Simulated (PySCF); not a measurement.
# Molecular orbitals of AlO⁺

PBE at R = 1.741 Å; basis Al def2-TZVPPD, O def2-TZVPPD; no relativity; PySCF 2.14. State: ³Π (triplet), unpaired electrons σ ↑, π ↑. Only the outer orbitals are listed, counted within each symmetry.

```csv
spin,orbital,occ.,ε (eV),on Al (%),main shells (%)
α,5σ,1,-31.40,11,87 O s
α,6σ,1,-17.34,34,"60 O p, 33 Al s"
α,2π,1,-17.06,7,93 O p
α,2π,1,-15.23,10,90 O p
α,7σ,1,-14.11,80,"57 Al s, 22 Al p, 18 O p"
α,3π,0,-9.39,99,96 Al p
α,3π,0,-9.16,97,93 Al p
α,8σ,0,-6.83,98,"63 Al p, 26 Al d, 8 Al s"
β,5σ,1,-29.39,14,84 O s
β,6σ,1,-16.15,38,"55 O p, 36 Al s"
β,2π,1,-14.52,11,88 O p
β,2π,0,-13.66,14,"86 O p, 10 Al p"
β,7σ,0,-12.44,80,"62 Al s, 19 O p, 16 Al p"
β,3π,0,-8.05,97,96 Al p
```

Which are the highest filled and the lowest empty level, where do they sit, and how wide is the gap?

Highest filled α 7σ at -14.11 eV (in %: 57 Al s, 22 Al p, 18 O p); lowest empty β 2π at -13.66 eV (in %: 86 O p, 10 Al p); the gap at PBE is 0.45 eV.

| Item | Value |
| --- | --- |
| bond order (Mayer) | 1.37 |
| ⟨S²⟩ | 2.004 |
| charge on Al (Mulliken, basis-dependent) | 0.92 |
| charge on Al (Löwdin, basis-dependent) | 1.13 |
| dipole moment (positive dipole points towards O; it is taken about the centre of mass and depends on that origin) | -4.25 D |
| polarisability along the bond | 31.8 bohr³ |
| polarisability across the bond | 24.3 bohr³ |

The state is the lowest determinant that a PBE0 search found; another state may lie lower at other levels.
